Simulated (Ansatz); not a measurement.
The input, for Ansatz 0.2.0:

```yaml
crystal:
  periodic: [false, false, false]
  atoms:
    - {symbol: Al, position_ang: [0.000000, 0.166286, 2.592835]}
    - {symbol: Al, position_ang: [0.000000, -0.468616, 0.009808]}
    - {symbol: Cl, position_ang: [0.000000, 0.197465, -2.010827]}
    - {symbol: H, position_ang: [0.000000, 1.147488, 1.058134]}
basis:
  gaussian: {orbitals: STO-3G}
correlation: {method: sc_nevpt2, electrons: all, active_space: {window: {electrons: 2, orbitals: 2}, states: [{multiplicity: 1, weights: [1, 1]}], root: 0}}
```

```sh
$ ansatz run in.yaml --threads 1 --pin off --events-out ev --progress --plain --max-ram 2393MiB
```

The program prints:

```
475 factors; integrals over basis functions are off by at most 2.9e-8 eV
mean field evaluation 1: about -25390.9293 eV, gradient 1.5e1 eV
mean field evaluation 2: about -25390.9577 eV, gradient 1.5e1 eV
mean field evaluation 4: about -25392.4231 eV, gradient 6.9e-1 eV
mean field evaluation 8: about -25392.4268 eV, gradient 3.2e-5 eV
mean field -25392.42684391 eV, -933.1544749087 hartree, gradient 9.7e-7 eV, S^2 0.000000; 0 other end points of the search recorded, 0 dependent functions left out
reference -25392.42684391 eV, -933.1544749087 hartree; 22, 22 occupied and 6, 6 virtual orbitals, 475 factors
state -25392.31859303 eV, -933.1504967620 hartree
state -25387.20093970 eV, -932.9624264710 hartree
state -25392.31859303 eV, -933.1504967620 hartree; corrected -25394.27281025 eV, -933.2223129203 hartree
state -25387.20093970 eV, -932.9624264710 hartree; corrected -25389.47308486 eV, -933.0459262658 hartree
Total energy: -25394.27281025 eV, -933.2223129203 hartree
```

Before any correction even the lowest state lies above the reference determinant, by 0.11 eV, so the averaged orbitals or the space serve it badly.

Ran on 1 thread of Intel Xeon Platinum 8259CL, shared host: 0.72 s wall, 0.09 GiB peak host memory.
